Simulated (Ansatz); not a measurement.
# How methods differ on H2O2 (hydrogen peroxide)

H2O2 has 4 atoms, charge 0, and is taken as a singlet. SMILES: `OO`. Geometry: optimised at PBE0/def2-SVP.

```xyz
4

O    -0.4773   -0.5794    0.0187
O     0.0606    0.7193    0.2069
H     0.1776   -1.1201    0.4813
H     0.2391    0.9803   -0.7070
```

Quantity: the dissociation energy of the O2–O1 bond into doublet OH and doublet OH (shapes relaxed at PBE0/def2-SVP, no zero-point term), in eV. The values are calculated.

| level | kind | program | value (eV) |
| --- | --- | --- | --- |
| SVWN5/def2-TZVPP | LDA | Ansatz | 3.78 |
| PBE/def2-TZVPP | GGA | Ansatz | 2.71 |
| r2SCAN/def2-TZVPP | meta-GGA | Ansatz | 2.22 |
| B3LYP/def2-TZVPP | global hybrid | Ansatz | 2.20 |
| wB97M-V/def2-TZVPP | range-separated hybrid | Ansatz | 2.38 |
| B2PLYP/def2-TZVPP | double hybrid | Ansatz | 2.24 |
| RPA@PBE/def2-TZVPP | RPA | Ansatz | 1.99 |
| MP2/def2-TZVPP | perturbation theory | Ansatz | 2.55 |

The values span 1.99 to 3.78 eV. Measured bond enthalpies also hold zero-point and thermal terms, a few tenths of an eV less.
